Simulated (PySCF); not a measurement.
An unknown shows these calculated signals:

¹H NMR (600 MHz, computed): δ 6.15 (m, 1H), 6.15 (m, 1H), 5.77 (m, 1H).

¹³C{¹H} NMR (computed): δ 140.5 (CH, q, J = 38.0 Hz), 133.8 (C, q, J = 335.8 Hz), 132.4 (CH2, q, J = 6.4 Hz).

- B3LYP/pcJ-1 coupling constants
- coordinates at the PBE0-D3(BJ)/def2-SVP level
- GIAO B3LYP/pcSseg-2 shieldings
- code: PySCF 2.14.0 with density-fitted response routines
- no relativistic terms, fast rotation and ring inversion assumed for equivalent nuclei, no solvent, single conformer

References, each an isolated molecule treated in the same way: TMS for ¹H, ¹³C.

Q: Which of these does the molecule contain: a Si–CH3 group, a non-aromatic C=C double bond, a vinyl group CH=CH2, a CF3 group, a ketone, an ester?

A: 
- A Si–CH3 group: no.
- A non-aromatic C=C double bond: yes.
- A vinyl group CH=CH2: yes (δC 132.4, 140.5; δH 5.77 (m), 6.15 (m), 6.15 (m)).
- A CF3 group: yes (δC 133.8).
- A ketone: no.
- An ester: no.

The data belong to SMILES FC(C=C)(F)F, C3H3F3; they needn't prove each group on their own.

Carbon signals by region: 3 in the sp2 and nitrile region (100–160 ppm).

Common functionals overestimate the size of one-bond C–F couplings by tens of Hz; these are unscaled. Multiplet labels drop couplings under 1 Hz and merge nearly equal ones. Unscaled 3J(H,H) at this level run about 10 % above measured values. Shifts are as computed. Against solution values, carbons near 30 ppm lie about +3 ppm off and those near 130 ppm about +8 ppm. Of 1211 compounds with measured shifts, 218 miss one by over three times the rms of a fit or turn the order of signals round; such compounds aren't used in these exercises.
